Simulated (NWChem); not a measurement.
C3H4 cation, doublet; SMILES of the neutral closed-shell parent C=C=C

```xyz
7

C      0.0000    -1.3255     0.0000
C      0.0000     0.0000     0.0000
C      0.0000     1.3255     0.0000
H     -0.8666    -1.9021    -0.3920
H      0.8666    -1.9021     0.3920
H      0.8666     1.9021    -0.3920
H     -0.8666     1.9021     0.3920
```
Atoms are numbered in this order, from 1.

Level: PBE-D3(BJ)/def2-SVP, spin-unrestricted (NWChem), optimised geometry, unscaled harmonic frequencies. In the optimisation the excess spin sits in b3 (D2, its own frame). The spin multiplicity was typed, not searched, and may not be the lowest.

### Question
List the harmonic frequencies with IR intensities, and the thermochemistry.

### Answer
| frequency (cm⁻¹) | IR intensity (km/mol) |
|---|---|
| 305 | 14.5 |
| 339 | 18.6 |
| 714 | 5.8 |
| 773 | 0.0 |
| 841 | 30.5 |
| 864 | 63.0 |
| 926 | 0.5 |
| 1046 | 0.0 |
| 1252 | 110.5 |
| 1317 | 0.0 |
| 1684 | 4.0 |
| 2989 | 265.9 |
| 3009 | 0.0 |
| 3089 | 41.3 |
| 3092 | 175.3 |

```yaml
zero_point_energy: 31.8 kcal/mol
thermal correction to the enthalpy at 298.15 K (with zero-point energy): 34.9 kcal/mol
heat capacity Cv: 13.0 cal/(mol K)
"entropy at 298.15 K and 1 atm (symmetry number 4, electronic part: spin degeneracy alone)": 60.3 cal/(mol K)
```

Rigid rotor and harmonic oscillator.
